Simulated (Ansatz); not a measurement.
Cadmium, hcp: convergence with the plane-wave cutoff

Computed with Ansatz, PBE, scalar-relativistic PAW, on the relaxed cell (a = 3.001 Å, c = 5.926 Å (c/a = 1.975); spin not included). Errors count from a run at 420 eV on a Γ-centred 20×20×9 mesh with Fermi-Dirac smearing of 0.1 eV, extrapolated to zero width. Fixed here: mesh 12×12×6, Fermi-Dirac width 0.1 eV. The pressure holds a Pulay correction and is unreliable far below the recommended cutoff. The SCF starts from atomic densities corrected by a trained network.

```
cutoff (eV)  E(σ→0) error (meV/atom)  P (GPa)  SCF iterations
        150                  79243.5   -18.30               9
        200                  12915.2     2.31               8
        250                   1554.0     0.00               7
        300                    114.1    -0.09               6
        350                     -2.0    -0.01               6
        420                     -6.2    -0.01               6
        500                     -8.0    -0.01               6
        600                     -8.3    -0.01               6
        800                     -8.4    -0.01               6
```

Within 5 meV/atom of the last row: from 420 eV on.
